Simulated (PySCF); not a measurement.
Method: PySCF energies plus ideal-gas RRHO corrections (1 bar). 'Table' is the NASA 1993 thermochemical table (part measured, part estimated). 6-31G* has spherical d functions here. All species are closed-shell singlets. The harmonic model lacks anharmonicity and excited electronic states, which grow with temperature; levels with a mode under 35 cm⁻¹ are left out. Internal rotation in CH3COOH is treated as a harmonic vibration of one conformer, which makes the entropy rough.

Harmonic frequencies at HF/6-31G* (cm⁻¹): 100, 452, 587, 638, 726, 939, 1114, 1185, 1355, 1484, 1575, 1614, 1621, 2044, 3228, 3292, 3341, 4038. Point group Cs; S°(298 K) = 283.1 J/mol/K at this level.

Q: Work out Cp and S° of gaseous CH3COOH at 500, 800, 1200, 1600, 2000 K from these, and set them beside the table.

A: 
| T (K) | Cp HF/6-31G* | Cp table | S° HF/6-31G* | S° table |
|---|---|---|---|---|
| 500 | 90.6 | 93.8 | 322.8 | 323.6 |
| 800 | 118.7 | 125.5 | 372.0 | 375.3 |
| 1200 | 141.3 | 147.5 | 424.8 | 431.0 |
| 1600 | 154.7 | 159.0 | 467.4 | 475.2 |
| 2000 | 162.9 | 165.7 | 502.9 | 511.4 |
Units J/mol/K.
